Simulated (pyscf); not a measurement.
Single points on ωB97X-D3(BJ)/def2-SVP structures (PySCF, gas phase). Correlated levels are frozen-core, on RHF or UHF. ΔMP2 is the change of the MP2 total energy from the triple- to the quadruple-zeta basis.

Problem. ammonia (NH₃) + GaH [singlet] -> H₂N–GaH₂
Surface: singlet. Broken: H–N. Formed: Ga–N, Ga–H. Give ΔE‡ and ΔE from CCSD(T)/def2-TZVPP + ΔMP2(QZVPP), relative to the separated reactants.

Solution. ΔE‡ = 34.8 kcal/mol, ΔE = -30.1 kcal/mol. Zero-point energy shifts the barrier by -0.9 kcal/mol. It is an insertion, with an imaginary mode of 1545i cm⁻¹. On the reactant side the descent ends in a bound adduct, 13.7 kcal/mol under the separated species and 50.5 kcal/mol under the saddle at ωB97X-D3(BJ)/def2-TZVP. The same reactants have a lower exit, to H₂N–Ga [singlet] + H₂ (barrier +14.6 kcal/mol at ωB97M-D3(BJ), against +39.0 kcal/mol here). This is the saddle that the search found; another between the same sides may lie lower. The CCSD(T) − MP2 part came from Ansatz, without density fitting, on the same reference. The frozen core leaves the outer d or s,p core shells of the metals and heavy elements correlated in the MP2 and CC values, and def2-TZVPP describes them poorly, which can shift differences by a few kcal/mol. Elements up to Kr have no core potential and no relativistic terms here.
